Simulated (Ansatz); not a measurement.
Solid bromine, treated with PBE0 (PAW; Ansatz, a first-principles code).

Run with plane-wave cutoff 500 eV, 6×6×4 k mesh (along the axes of the cell as run), gaussian smearing 0.02 eV, scalar-relativistic PAW data made under PBE.

Cell (relaxed with r²SCAN):

```yaml
crystal:
  lattice:
    - [2.12414, -3.55293, 0.00000]
    - [2.12414, 3.55293, 0.00000]
    - [0.00000, 0.00000, 8.76296]
  atoms:
    - { symbol: Br, position: [0.86016, 0.86016, 0.88416] }
    - { symbol: Br, position: [0.63984, 0.63984, 0.38416] }
    - { symbol: Br, position: [0.36016, 0.36016, 0.61584] }
    - { symbol: Br, position: [0.13984, 0.13984, 0.11584] }
```

Problem. What does this level give for the band gap?

Solution. 
- band gap: 3.32 eV (on the SCF k mesh)

Note: the cell comes from a level without a dispersion term, which matters for the spacing of layers, chains or molecules; cell and atoms aren't relaxed at this level (largest force component 0.45 eV/Å).

Spin–orbit coupling is not included.

Computed values are for the static lattice.
